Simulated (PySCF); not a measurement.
PySCF input file for difluoromethane (CH₂F₂), SMILES FCF, B3LYP/pcJ-1. Coordinates come from a TPSSh-D3(BJ)/def2-TZVP optimisation.

```python
import numpy as np
from pyscf import gto, scf, dft
from pyscf.prop.ssc import rks as ssc

mol = gto.M(
    atom='''
    F    -1.10637589   -0.00000000    0.29135809
    C     0.00000000    0.00000000   -0.50656529
    F     1.10637589   -0.00000000    0.29135809
    H     0.00000000    0.91479411   -1.10252694
    H     0.00000000   -0.91479411   -1.10252694
    ''',
    basis='pcJ-1',
    charge=0,
    spin=0,
    max_memory=1600,
    verbose=3,
)
mf = dft.RKS(mol, xc='b3lyp')
mf.grids.level = 3
mf.conv_tol = 1e-10
mf.max_cycle = 100
mf.kernel()
j = ssc.SSC(mf)
j.with_fcsd = True
j.max_cycle_cphf = 80
j.conv_tol = 1e-7
e11 = j.kernel()
```

Log of the run:

```
converged SCF energy = -238.989656530208
Reduced spin-spin coupling constant K (Hz)
               #0        #1        #2        #3        #4
        0 F    0.00000
        1 C  -41.24623   0.00000
        2 F   11.96151 -41.24682   0.00000
        3 H    1.86471  23.89559   1.86466   0.00000
        4 H    1.86468  23.89560   1.86470   0.10870   0.00000
Spin-spin coupling constant J (Hz)
               #0        #1        #2        #3        #4
        0 F    0.00000
        1 C  -304.65256   0.00000
        2 F  330.66134 -304.65695   0.00000
        3 H   54.76297 187.50671  54.76142   0.00000
        4 H   54.76219 187.50679  54.76263   3.39152   0.00000
```

Self-consistency was reached.
